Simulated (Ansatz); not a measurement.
# H3NaSSi (SMILES [Na][SiH2]S): one structure at several levels

The task here is to estimate one member of a computed series from the others.

Method: single points in def2-TZVPP; program: Ansatz 0.2.0, Gaussian basis.

Correlated methods freeze the cores. The outer core shell of Li, Na, Mg and K is correlated.

### Where the work starts

SMILES `[Na][SiH2]S`, 6 atoms, charge 0, spin multiplicity 1.

Atoms are counted from 1 here; the program's logs count them from 0.

Bond lengths: Na1–Si2 2.746 Å, Na1–S3 2.880 Å, Si2–S3 2.174 Å, Si2–H4 1.530 Å, Si2–H5 1.405 Å, S3–H6 1.403 Å. Angles: Si2–Na1–S3 45.4°, Na1–Si2–S3 70.6°, Na1–Si2–H4 125.8°, Na1–Si2–H5 125.5°, S3–Si2–H4 106.2°, S3–Si2–H5 99.7°, H4–Si2–H5 108.6°, Na1–S3–Si2 64.1°, Na1–S3–H6 158.2°, Si2–S3–H6 94.2°.

As a file:

```xyz
6
charge 0, multiplicity 1
Na   -2.4451    0.5445    0.8057
Si   -0.2569    0.0297   -0.7711
S     0.3218   -0.0634    1.3220
H     0.1100   -1.3262   -1.3765
H     0.6620    0.9880   -1.2294
H     1.6542   -0.4051    1.0459
```

Set-up of the first run:

run/in.yaml

```yaml
crystal:
  periodic: [false, false, false]
  atoms:
    - {symbol: Na, position_ang: [-2.445100, 0.544500, 0.805700]}
    - {symbol: Si, position_ang: [-0.256900, 0.029700, -0.771100]}
    - {symbol: S, position_ang: [0.321800, -0.063400, 1.322000]}
    - {symbol: H, position_ang: [0.110000, -1.326200, -1.376500]}
    - {symbol: H, position_ang: [0.662000, 0.988000, -1.229400]}
    - {symbol: H, position_ang: [1.654200, -0.405100, 1.045900]}
basis:
  gaussian: {orbitals: def2-TZVPP}
correlation: {method: ccsd_t}
output: {forces: true}
```

Run with:

```bash
$ ansatz run in.yaml --threads 4 --pin off --events-out ev --progress --plain --max-ram 5222MiB
```

Among the steps run: CCSD(T)/def2-TZVPP; PBE0-D4/def2-TZVPP; wB97M-V/def2-TZVPP; r2SCAN-D4/def2-TZVPP; PBE-D4/def2-TZVPP; revPBE-D4/def2-TZVPP; r2SCAN0-D4/def2-TZVPP.

One table of the session follows, with a row left open; its other results are not shown here.

```
    method  RMS force component (eV/Å)  angle to CCSD(T) forces (°)  dipole (D)
   CCSD(T)                       0.942                    reference        6.57
   PBE0-D4                       0.927                          5.8        6.11
   wB97M-V                       0.931                          2.9        6.37
 r2SCAN-D4                       0.907                          4.9        6.28
    PBE-D4                       0.887                         10.0        5.67
 revPBE-D4                       0.897                          9.8        5.74
r2SCAN0-D4                           ?                            ?           ?
```

Q: Estimate the row for r2SCAN0-D4 from the others.

As computed: RMS force component (eV/Å): 0.940; angle to CCSD(T) forces (°): 5.5; dipole (D): 6.44. In the column «RMS force component (eV/Å)» it lies between wB97M-V (0.931) and CCSD(T) (0.942).
